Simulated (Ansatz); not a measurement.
## Heat of formation of OF2 (oxygen difluoride) from total energies

OF2 has 3 atoms, charge 0, and is taken as a singlet. SMILES: `FOF`. The coordinates come from a PBE0-D4/def2-TZVP relaxation.

```xyz
3

F     0.9533   -0.3400    0.4883
O     0.0005    0.5639    0.0620
F    -0.9538   -0.2240   -0.5503
```

Total energies at B3LYP/cc-pVTZ (Ansatz 0.2.0); the atoms run unrestricted:

| species | state | energy (Eh) |
| --- | --- | --- |
| OF2 | singlet | -274.767739 |
| F | doublet | -99.762866 |
| O | triplet | -75.091863 |

Harmonic wavenumbers at PBE0-D4/def2-TZVP, in cm⁻¹: 508, 948, 1066.

Measured heats of formation of the gaseous atoms at 298.15 K, in kJ/mol: F 79.4, O 249.2. Spin-orbit lowering of the atoms at 298 K (mean of the ground term's levels less their thermal mean, from spectra), in kJ/mol: F 1.29, O 0.40. Take 1 Eh = 2625.50 kJ/mol, 1 cm⁻¹ = 0.0119627 kJ/mol, RT = 2.479 kJ/mol.

**Question.** What heat of formation follows?

**Answer.** 
1. Electronic atomisation energy: 2 × (-99.762866) + (-75.091863) − (-274.767739) = 0.150144 Eh = 394.2 kJ/mol.
2. Zero-point energy: half the sum of the wavenumbers, 1261 cm⁻¹ = 15.1 kJ/mol.
3. Thermal vibrational enthalpy, Σ hcν̃/(exp(hcν̃/kT) − 1): 0.8 kJ/mol. Translation, rotation and pV of a non-linear molecule: 4 RT = 9.9 kJ/mol.
4. The 3 free atoms carry 5/2 RT each: 18.6 kJ/mol.
5. Spin-orbit coupling lowers the free atoms by 2 × 1.29 + 0.40 = 3.0 kJ/mol.
6. Atomisation enthalpy at 298 K: 394.2 − 3.0 − 15.1 − 0.8 − 9.9 + 18.6 = 384.0 kJ/mol.
7. Sum of the atoms' heats of formation: 408.0 kJ/mol. Heat of formation: 408.0 − 384.0 = +24.0 kJ/mol.

The tabulated value is +24.7 kJ/mol (Active Thermochemical Tables), so this level is off by -0.7 kJ/mol, or 0.2 % of the atomisation enthalpy that the table implies (383.3 kJ/mol). Anharmonicity and any spin-orbit splitting of the molecule are left out.
